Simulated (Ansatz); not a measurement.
# C2H4OS2: the cost of one run

All numbers below are computed with Ansatz 0.2.0 (RKS PBE-D4/def2-SVP).

**1. The system as given**

Bond lengths: C1–S2 1.790 Å, S2–C3 1.764 Å, C3–O4 1.394 Å, C3–S5 1.625 Å, C1–H6 1.048 Å, C1–H7 1.093 Å, C1–H8 1.138 Å, O4–H9 0.921 Å. Angles: C1–S2–C3 101.1°, S2–C1–H6 113.5°, S2–C1–H7 110.0°, S2–C1–H8 107.2°, H6–C1–H7 112.2°, H6–C1–H8 108.6°, H7–C1–H8 104.9°, S2–C3–O4 111.2°, S2–C3–S5 129.0°, O4–C3–S5 119.7°, C3–O4–H9 109.1°.

As a file:

```xyz
9

C    -0.1637    0.3952    1.4148
S     0.8823    0.6356   -0.0182
C    -0.0633   -0.1754   -1.2672
O     0.7120   -1.1016   -1.9632
S    -1.6045    0.0825   -1.7128
H    -0.4858   -0.5944    1.5350
H     0.3339    0.7796    2.3083
H    -1.0781    1.0599    1.2801
H     1.5557   -1.1276   -1.5939
```

**2. Relaxing end A**

File input.yaml:

```yaml
crystal:
  periodic: [false, false, false]
  atoms:
    - { symbol: C, position_ang: [-0.1637, 0.3952, 1.4148] }
    - { symbol: S, position_ang: [0.8823, 0.6356, -0.0182] }
    - { symbol: C, position_ang: [-0.0633, -0.1754, -1.2672] }
    - { symbol: O, position_ang: [0.712, -1.1016, -1.9632] }
    - { symbol: S, position_ang: [-1.6045, 0.0825, -1.7128] }
    - { symbol: H, position_ang: [-0.4858, -0.5944, 1.535] }
    - { symbol: H, position_ang: [0.3339, 0.7796, 2.3083] }
    - { symbol: H, position_ang: [-1.0781, 1.0599, 1.2801] }
    - { symbol: H, position_ang: [1.5557, -1.1276, -1.5939] }
basis:
  gaussian: { orbitals: def2-SVP }
hamiltonian:
  xc: pbe
  dispersion: d4
relax:
  f_tol: 0.015
  max_steps: 40
output:
  orbitals: {}
```

The run is started by

```bash
$ ansatz run input.yaml --threads 2 --pin off --max-ram 3072MiB --backend cpu --events-out ev --progress --plain --runs-dir out
```

Q: Estimate wall time and peak memory on 2 threads of Arm Neoverse V1, shared host.

About 25 s, with a peak of 0.13 GiB.
